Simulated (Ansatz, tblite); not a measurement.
# The cluster SiPt2: a ladder of methods and basis sets

How do method and basis change the picture of the cluster SiPt2 (singlet)?

The runs use Ansatz 0.2.0, Gaussian basis; as each input shows.

Levels to be run: GFN1-xTB, GFN2-xTB, PBE-D4/def2-TZVP, r2SCAN-D4/def2-TZVP, HF/def2-TZVP, PBE-QIDH/def2-TZVP, B97M-V/def2-TZVP, revPBE-D4/def2-TZVP, ωB97M-V/def2-TZVP, PBE+5HF/def2-TZVP, PBE+10HF/def2-TZVP, PBE+15HF/def2-TZVP, PBE+35HF/def2-TZVP, PBE+50HF/def2-TZVP, PBE-D4/def2-SVP, PBE0-D4/def2-SVP, PBE0-D4/def2-TZVPD, PBE-D4/def2-TZVPD, r2SCAN-D4/def2-TZVPD, CCSD(T)/def2-TZVPP, MP2/def2-TZVP, RPA/def2-TZVP.

**1. The relaxed structure**

The singlet was relaxed beforehand with PBE0-D4/def2-TZVP. At that level it is the lowest of the isomers that a small search found.

3 atoms, charge 0, spin multiplicity 1.

Bond lengths: Pt1–Si3 2.071 Å, Pt2–Si3 2.071 Å. Angles: Pt1–Si3–Pt2 180.0°.

Pt takes a core potential in the def2 sets. No spin-orbit coupling is included.

PBE0-D4/def2-TZVP was run before; its log isn't repeated, and its numbers join the tables.

**2. GFN1-xTB**

Tight binding, by tblite at 300 K electronic temperature and without a spin-polarisation term:

```python
tblite.interface.Calculator('GFN1-xTB', numbers, positions, charge=0, uhf=0).singlepoint()
```

Energy -284.5298 eV, HOMO -10.03 eV, LUMO -8.16 eV; 0.002 s.

**3. GFN2-xTB**

Tight binding, by tblite at 300 K electronic temperature and without a spin-polarisation term:

```python
tblite.interface.Calculator('GFN2-xTB', numbers, positions, charge=0, uhf=0).singlepoint()
```

Energy -293.6478 eV, HOMO -9.08 eV, LUMO -6.91 eV; 0.003 s.

**4. PBE-D4/def2-TZVP**

start.molden holds the orbitals of an earlier run on this state, given as this run's starting guess.

in.yaml

```yaml
crystal:
  periodic: [false, false, false]
  atoms:
    - {symbol: Pt, position_ang: [-0.000599, -2.044887, -0.329745]}
    - {symbol: Pt, position_ang: [0.000574, 2.044877, 0.329763]}
    - {symbol: Si, position_ang: [0.000025, -0.000001, -0.000017]}
basis:
  gaussian: {orbitals: def2-TZVP, initial_orbitals: start.molden}
hamiltonian: {xc: pbe, dispersion: d4}
scf: {omitted_lower_state_checks: [starts]}
output: {forces: true, orbitals: {seedname: orbitals}}
```

Launch:

```sh
ansatz run in.yaml --threads 4 --pin off --events-out ev --progress --plain --max-ram 3916MiB
```

After this run come: r2SCAN-D4/def2-TZVP; HF/def2-TZVP; PBE-QIDH/def2-TZVP; B97M-V/def2-TZVP; revPBE-D4/def2-TZVP; ωB97M-V/def2-TZVP; PBE+5HF/def2-TZVP; PBE+10HF/def2-TZVP; PBE+15HF/def2-TZVP; PBE+35HF/def2-TZVP; PBE+50HF/def2-TZVP; PBE-D4/def2-SVP; PBE0-D4/def2-SVP; PBE0-D4/def2-TZVPD; PBE-D4/def2-TZVPD; r2SCAN-D4/def2-TZVPD; CCSD(T)/def2-TZVPP; MP2/def2-TZVP; RPA/def2-TZVP.

Q: Predict the results of all the runs planned. Wanted: gap in def2-TZVP, named functionals and Hartree-Fock, smallest and largest; gap over the share of exact exchange; correlation energy, CCSD(T)/def2-TZVPP; correlation energy, MP2/def2-TZVP; binding an atom, CCSD(T)/def2-TZVPP; PBE0 total energy, smallest basis above largest.

As calculated:

| quantity | value |
| --- | --- |
| gap in def2-TZVP, named functionals and Hartree-Fock, smallest and largest | 1.75 eV (PBE-D4), 7.77 eV (HF) |
| gap over the share of exact exchange | 1.75 eV at 0, 5.00 eV at 0.5 |
| correlation energy, CCSD(T)/def2-TZVPP | -36.17 eV |
| correlation energy, MP2/def2-TZVP | -28.54 eV |
| binding an atom, CCSD(T)/def2-TZVPP | 3.172 eV |
| PBE0 total energy, smallest basis above largest | 3.27 eV (def2-SVP, def2-TZVPD) |

**Reading.** Over the named functionals and Hartree-Fock in def2-TZVP the gap runs from 1.75 eV (PBE-D4) to 7.77 eV (HF); exact exchange widens it. Raising the share of exact exchange from 0 to 0.5 moves the HOMO by -1.40 eV and the LUMO by +1.86 eV. The functionals in def2-TZVP miss CCSD(T)/def2-TZVPP by -0.255 (ωB97M-V) to +0.231 eV (PBE-D4) an atom. The reference is CCSD(T) in one finite basis, so it carries an error of its own, often a tenth of an eV or more, and near misses can't be ranked.
